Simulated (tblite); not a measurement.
C5H7N.
SMILES with atom numbers: `[CH2:1]=[N:2][C@:3]12[CH2:4][C@H:5]1[CH2:6]2` (hydrogens: H7, H8 on C1; H9, H10 on C4; H11 on C5; H12, H13 on C6)

Computed with GFN2-xTB (tblite), gas phase: Langevin dynamics at 600 K from the optimised GFN2-xTB geometry, time step 0.5 fs, friction 0.01 fs⁻¹, 2000 steps. The instantaneous temperature is 2·E(kin)/(3Nk) with all 3N coordinates.

```json
{"t (fs)": "0", "T (K)": "500", "E(pot) above start (eV)": "0.000", "C1=N2 (Å)": "1.262", "N2–C3 (Å)": "1.361", "C3–C4 (Å)": "1.505", "C4–C5 (Å)": "1.488", "C5–C6 (Å)": "1.493", "C1–H7 (Å)": "1.092", "C1–N2–C3–C4 (°)": "-177"}
{"t (fs)": "25", "T (K)": "156", "E(pot) above start (eV)": "0.700", "C1=N2 (Å)": "1.284", "N2–C3 (Å)": "1.371", "C3–C4 (Å)": "1.482", "C4–C5 (Å)": "1.534", "C5–C6 (Å)": "1.452", "C1–H7 (Å)": "1.035", "C1–N2–C3–C4 (°)": "178"}
{"t (fs)": "50", "T (K)": "392", "E(pot) above start (eV)": "0.422", "C1=N2 (Å)": "1.249", "N2–C3 (Å)": "1.349", "C3–C4 (Å)": "1.490", "C4–C5 (Å)": "1.503", "C5–C6 (Å)": "1.465", "C1–H7 (Å)": "1.040", "C1–N2–C3–C4 (°)": "-177"}
{"t (fs)": "75", "T (K)": "347", "E(pot) above start (eV)": "0.555", "C1=N2 (Å)": "1.266", "N2–C3 (Å)": "1.335", "C3–C4 (Å)": "1.514", "C4–C5 (Å)": "1.481", "C5–C6 (Å)": "1.516", "C1–H7 (Å)": "1.090", "C1–N2–C3–C4 (°)": "180"}
{"t (fs)": "100", "T (K)": "394", "E(pot) above start (eV)": "0.556", "C1=N2 (Å)": "1.253", "N2–C3 (Å)": "1.384", "C3–C4 (Å)": "1.490", "C4–C5 (Å)": "1.532", "C5–C6 (Å)": "1.535", "C1–H7 (Å)": "1.119", "C1–N2–C3–C4 (°)": "-165"}
{"t (fs)": "125", "T (K)": "580", "E(pot) above start (eV)": "0.786", "C1=N2 (Å)": "1.254", "N2–C3 (Å)": "1.359", "C3–C4 (Å)": "1.498", "C4–C5 (Å)": "1.544", "C5–C6 (Å)": "1.503", "C1–H7 (Å)": "1.105", "C1–N2–C3–C4 (°)": "-152"}
{"t (fs)": "150", "T (K)": "443", "E(pot) above start (eV)": "0.892", "C1=N2 (Å)": "1.319", "N2–C3 (Å)": "1.317", "C3–C4 (Å)": "1.603", "C4–C5 (Å)": "1.460", "C5–C6 (Å)": "1.509", "C1–H7 (Å)": "1.141", "C1–N2–C3–C4 (°)": "-153"}
{"t (fs)": "175", "T (K)": "635", "E(pot) above start (eV)": "1.005", "C1=N2 (Å)": "1.278", "N2–C3 (Å)": "1.303", "C3–C4 (Å)": "1.483", "C4–C5 (Å)": "1.491", "C5–C6 (Å)": "1.519", "C1–H7 (Å)": "1.098", "C1–N2–C3–C4 (°)": "-163"}
{"t (fs)": "200", "T (K)": "532", "E(pot) above start (eV)": "1.267", "C1=N2 (Å)": "1.219", "N2–C3 (Å)": "1.364", "C3–C4 (Å)": "1.577", "C4–C5 (Å)": "1.448", "C5–C6 (Å)": "1.471", "C1–H7 (Å)": "1.077", "C1–N2–C3–C4 (°)": "-162"}
{"t (fs)": "225", "T (K)": "582", "E(pot) above start (eV)": "0.996", "C1=N2 (Å)": "1.227", "N2–C3 (Å)": "1.347", "C3–C4 (Å)": "1.429", "C4–C5 (Å)": "1.490", "C5–C6 (Å)": "1.461", "C1–H7 (Å)": "1.090", "C1–N2–C3–C4 (°)": "168"}
{"t (fs)": "250", "T (K)": "620", "E(pot) above start (eV)": "0.927", "C1=N2 (Å)": "1.325", "N2–C3 (Å)": "1.364", "C3–C4 (Å)": "1.497", "C4–C5 (Å)": "1.527", "C5–C6 (Å)": "1.509", "C1–H7 (Å)": "1.085", "C1–N2–C3–C4 (°)": "161"}
{"t (fs)": "275", "T (K)": "588", "E(pot) above start (eV)": "1.106", "C1=N2 (Å)": "1.369", "N2–C3 (Å)": "1.408", "C3–C4 (Å)": "1.569", "C4–C5 (Å)": "1.480", "C5–C6 (Å)": "1.562", "C1–H7 (Å)": "1.119", "C1–N2–C3–C4 (°)": "161"}
{"t (fs)": "300", "T (K)": "634", "E(pot) above start (eV)": "0.781", "C1=N2 (Å)": "1.240", "N2–C3 (Å)": "1.361", "C3–C4 (Å)": "1.452", "C4–C5 (Å)": "1.513", "C5–C6 (Å)": "1.544", "C1–H7 (Å)": "1.157", "C1–N2–C3–C4 (°)": "-172"}
{"t (fs)": "325", "T (K)": "532", "E(pot) above start (eV)": "0.975", "C1=N2 (Å)": "1.239", "N2–C3 (Å)": "1.421", "C3–C4 (Å)": "1.534", "C4–C5 (Å)": "1.461", "C5–C6 (Å)": "1.495", "C1–H7 (Å)": "1.140", "C1–N2–C3–C4 (°)": "-153"}
{"t (fs)": "350", "T (K)": "680", "E(pot) above start (eV)": "0.862", "C1=N2 (Å)": "1.295", "N2–C3 (Å)": "1.367", "C3–C4 (Å)": "1.495", "C4–C5 (Å)": "1.468", "C5–C6 (Å)": "1.489", "C1–H7 (Å)": "1.078", "C1–N2–C3–C4 (°)": "-137"}
{"t (fs)": "375", "T (K)": "486", "E(pot) above start (eV)": "1.174", "C1=N2 (Å)": "1.280", "N2–C3 (Å)": "1.410", "C3–C4 (Å)": "1.489", "C4–C5 (Å)": "1.512", "C5–C6 (Å)": "1.445", "C1–H7 (Å)": "1.045", "C1–N2–C3–C4 (°)": "-153"}
{"t (fs)": "400", "T (K)": "586", "E(pot) above start (eV)": "0.902", "C1=N2 (Å)": "1.277", "N2–C3 (Å)": "1.398", "C3–C4 (Å)": "1.553", "C4–C5 (Å)": "1.473", "C5–C6 (Å)": "1.497", "C1–H7 (Å)": "1.099", "C1–N2–C3–C4 (°)": "-156"}
{"t (fs)": "425", "T (K)": "633", "E(pot) above start (eV)": "0.848", "C1=N2 (Å)": "1.233", "N2–C3 (Å)": "1.424", "C3–C4 (Å)": "1.479", "C4–C5 (Å)": "1.473", "C5–C6 (Å)": "1.478", "C1–H7 (Å)": "1.087", "C1–N2–C3–C4 (°)": "180"}
{"t (fs)": "450", "T (K)": "590", "E(pot) above start (eV)": "0.853", "C1=N2 (Å)": "1.275", "N2–C3 (Å)": "1.429", "C3–C4 (Å)": "1.480", "C4–C5 (Å)": "1.503", "C5–C6 (Å)": "1.469", "C1–H7 (Å)": "1.086", "C1–N2–C3–C4 (°)": "153"}
{"t (fs)": "475", "T (K)": "469", "E(pot) above start (eV)": "1.356", "C1=N2 (Å)": "1.349", "N2–C3 (Å)": "1.423", "C3–C4 (Å)": "1.451", "C4–C5 (Å)": "1.467", "C5–C6 (Å)": "1.527", "C1–H7 (Å)": "1.063", "C1–N2–C3–C4 (°)": "155"}
{"t (fs)": "500", "T (K)": "638", "E(pot) above start (eV)": "1.073", "C1=N2 (Å)": "1.239", "N2–C3 (Å)": "1.404", "C3–C4 (Å)": "1.479", "C4–C5 (Å)": "1.482", "C5–C6 (Å)": "1.506", "C1–H7 (Å)": "1.114", "C1–N2–C3–C4 (°)": "180"}
{"t (fs)": "525", "T (K)": "575", "E(pot) above start (eV)": "1.016", "C1=N2 (Å)": "1.245", "N2–C3 (Å)": "1.430", "C3–C4 (Å)": "1.511", "C4–C5 (Å)": "1.454", "C5–C6 (Å)": "1.521", "C1–H7 (Å)": "1.142", "C1–N2–C3–C4 (°)": "-172"}
{"t (fs)": "550", "T (K)": "746", "E(pot) above start (eV)": "0.947", "C1=N2 (Å)": "1.292", "N2–C3 (Å)": "1.366", "C3–C4 (Å)": "1.475", "C4–C5 (Å)": "1.474", "C5–C6 (Å)": "1.465", "C1–H7 (Å)": "1.206", "C1–N2–C3–C4 (°)": "-166"}
{"t (fs)": "575", "T (K)": "699", "E(pot) above start (eV)": "0.832", "C1=N2 (Å)": "1.319", "N2–C3 (Å)": "1.364", "C3–C4 (Å)": "1.424", "C4–C5 (Å)": "1.459", "C5–C6 (Å)": "1.467", "C1–H7 (Å)": "1.118", "C1–N2–C3–C4 (°)": "-166"}
{"t (fs)": "600", "T (K)": "504", "E(pot) above start (eV)": "0.792", "C1=N2 (Å)": "1.293", "N2–C3 (Å)": "1.331", "C3–C4 (Å)": "1.512", "C4–C5 (Å)": "1.448", "C5–C6 (Å)": "1.544", "C1–H7 (Å)": "1.111", "C1–N2–C3–C4 (°)": "175"}
{"t (fs)": "625", "T (K)": "564", "E(pot) above start (eV)": "0.772", "C1=N2 (Å)": "1.240", "N2–C3 (Å)": "1.384", "C3–C4 (Å)": "1.508", "C4–C5 (Å)": "1.408", "C5–C6 (Å)": "1.454", "C1–H7 (Å)": "1.112", "C1–N2–C3–C4 (°)": "171"}
{"t (fs)": "650", "T (K)": "706", "E(pot) above start (eV)": "1.012", "C1=N2 (Å)": "1.216", "N2–C3 (Å)": "1.313", "C3–C4 (Å)": "1.506", "C4–C5 (Å)": "1.526", "C5–C6 (Å)": "1.499", "C1–H7 (Å)": "1.125", "C1–N2–C3–C4 (°)": "168"}
{"t (fs)": "675", "T (K)": "617", "E(pot) above start (eV)": "0.872", "C1=N2 (Å)": "1.257", "N2–C3 (Å)": "1.338", "C3–C4 (Å)": "1.626", "C4–C5 (Å)": "1.453", "C5–C6 (Å)": "1.560", "C1–H7 (Å)": "1.077", "C1–N2–C3–C4 (°)": "148"}
{"t (fs)": "700", "T (K)": "560", "E(pot) above start (eV)": "1.194", "C1=N2 (Å)": "1.305", "N2–C3 (Å)": "1.323", "C3–C4 (Å)": "1.443", "C4–C5 (Å)": "1.559", "C5–C6 (Å)": "1.577", "C1–H7 (Å)": "1.057", "C1–N2–C3–C4 (°)": "166"}
{"t (fs)": "725", "T (K)": "600", "E(pot) above start (eV)": "1.153", "C1=N2 (Å)": "1.267", "N2–C3 (Å)": "1.379", "C3–C4 (Å)": "1.547", "C4–C5 (Å)": "1.482", "C5–C6 (Å)": "1.618", "C1–H7 (Å)": "1.063", "C1–N2–C3–C4 (°)": "-177"}
{"t (fs)": "750", "T (K)": "642", "E(pot) above start (eV)": "1.147", "C1=N2 (Å)": "1.246", "N2–C3 (Å)": "1.359", "C3–C4 (Å)": "1.476", "C4–C5 (Å)": "1.490", "C5–C6 (Å)": "1.611", "C1–H7 (Å)": "1.073", "C1–N2–C3–C4 (°)": "-164"}
{"t (fs)": "775", "T (K)": "690", "E(pot) above start (eV)": "0.887", "C1=N2 (Å)": "1.254", "N2–C3 (Å)": "1.421", "C3–C4 (Å)": "1.526", "C4–C5 (Å)": "1.407", "C5–C6 (Å)": "1.472", "C1–H7 (Å)": "1.086", "C1–N2–C3–C4 (°)": "-154"}
{"t (fs)": "800", "T (K)": "524", "E(pot) above start (eV)": "0.839", "C1=N2 (Å)": "1.273", "N2–C3 (Å)": "1.344", "C3–C4 (Å)": "1.467", "C4–C5 (Å)": "1.395", "C5–C6 (Å)": "1.464", "C1–H7 (Å)": "1.111", "C1–N2–C3–C4 (°)": "-156"}
{"t (fs)": "825", "T (K)": "840", "E(pot) above start (eV)": "0.669", "C1=N2 (Å)": "1.289", "N2–C3 (Å)": "1.346", "C3–C4 (Å)": "1.502", "C4–C5 (Å)": "1.428", "C5–C6 (Å)": "1.461", "C1–H7 (Å)": "1.100", "C1–N2–C3–C4 (°)": "-177"}
{"t (fs)": "850", "T (K)": "1077", "E(pot) above start (eV)": "0.868", "C1=N2 (Å)": "1.257", "N2–C3 (Å)": "1.364", "C3–C4 (Å)": "1.499", "C4–C5 (Å)": "1.517", "C5–C6 (Å)": "1.469", "C1–H7 (Å)": "1.123", "C1–N2–C3–C4 (°)": "174"}
{"t (fs)": "875", "T (K)": "911", "E(pot) above start (eV)": "1.070", "C1=N2 (Å)": "1.278", "N2–C3 (Å)": "1.401", "C3–C4 (Å)": "1.526", "C4–C5 (Å)": "1.601", "C5–C6 (Å)": "1.513", "C1–H7 (Å)": "1.072", "C1–N2–C3–C4 (°)": "172"}
{"t (fs)": "900", "T (K)": "713", "E(pot) above start (eV)": "1.569", "C1=N2 (Å)": "1.276", "N2–C3 (Å)": "1.368", "C3–C4 (Å)": "1.621", "C4–C5 (Å)": "1.603", "C5–C6 (Å)": "1.535", "C1–H7 (Å)": "1.078", "C1–N2–C3–C4 (°)": "-179"}
{"t (fs)": "925", "T (K)": "798", "E(pot) above start (eV)": "1.343", "C1=N2 (Å)": "1.254", "N2–C3 (Å)": "1.411", "C3–C4 (Å)": "1.546", "C4–C5 (Å)": "1.572", "C5–C6 (Å)": "1.535", "C1–H7 (Å)": "1.124", "C1–N2–C3–C4 (°)": "-153"}
{"t (fs)": "950", "T (K)": "651", "E(pot) above start (eV)": "1.079", "C1=N2 (Å)": "1.257", "N2–C3 (Å)": "1.373", "C3–C4 (Å)": "1.558", "C4–C5 (Å)": "1.547", "C5–C6 (Å)": "1.460", "C1–H7 (Å)": "1.105", "C1–N2–C3–C4 (°)": "-139"}
{"t (fs)": "975", "T (K)": "618", "E(pot) above start (eV)": "1.141", "C1=N2 (Å)": "1.276", "N2–C3 (Å)": "1.401", "C3–C4 (Å)": "1.503", "C4–C5 (Å)": "1.568", "C5–C6 (Å)": "1.471", "C1–H7 (Å)": "1.083", "C1–N2–C3–C4 (°)": "-149"}
{"t (fs)": "1000", "T (K)": "722", "E(pot) above start (eV)": "1.036", "C1=N2 (Å)": "1.253", "N2–C3 (Å)": "1.376", "C3–C4 (Å)": "1.582", "C4–C5 (Å)": "1.458", "C5–C6 (Å)": "1.451", "C1–H7 (Å)": "1.090", "C1–N2–C3–C4 (°)": "-159"}
```

**Question.** From 500 fs on, how do temperature and potential energy compare with equipartition?

**Answer.** The mean temperature of these 21 frames is 686 K against the target 600 K, and the mean potential energy 1.01 eV against 33 × kT/2 = 0.85 eV for 33 classical harmonic modes. For 13 atoms in a canonical ensemble the temperature itself scatters by T·√(2/(3N)) = 136 K; here its standard deviation is 133 K. The whole run lasts only 10 friction times of 100 fs, so these averages carry a wide statistical error.

**Question.** What are the kinetic and total energies of the listed frame with the highest potential energy?

**Answer.** The one at 900 fs, 1.569 eV above the start. Its kinetic energy is 3NkT/2 = 1.198 eV at 713 K, so the sum is 2.77 eV; over the listed frames the sum runs from 0.84 to 2.77 eV, since the thermostat adds and removes energy.

**Question.** How much do the listed bonds fluctuate from 500 fs on?

**Answer.** 
```json
{"bond": "C1=N2", "at the start (Å)": "1.262", "mean (Å)": "1.266", "standard deviation (Å)": "0.024"}
{"bond": "N2–C3", "at the start (Å)": "1.361", "mean (Å)": "1.371", "standard deviation (Å)": "0.031"}
{"bond": "C3–C4", "at the start (Å)": "1.505", "mean (Å)": "1.516", "standard deviation (Å)": "0.050"}
{"bond": "C4–C5", "at the start (Å)": "1.488", "mean (Å)": "1.492", "standard deviation (Å)": "0.062"}
{"bond": "C5–C6", "at the start (Å)": "1.493", "mean (Å)": "1.507", "standard deviation (Å)": "0.050"}
{"bond": "C1–H7", "at the start (Å)": "1.092", "mean (Å)": "1.103", "standard deviation (Å)": "0.032"}
```

The motion is classical and holds no zero-point motion.

What follows is the cost of the whole dynamics run. Time: 8.3 s wall; peak memory 0.18 GiB. Hardware: one thread of an Arm Neoverse V1, shared host with 32 logical CPUs at a one-minute load of 42.
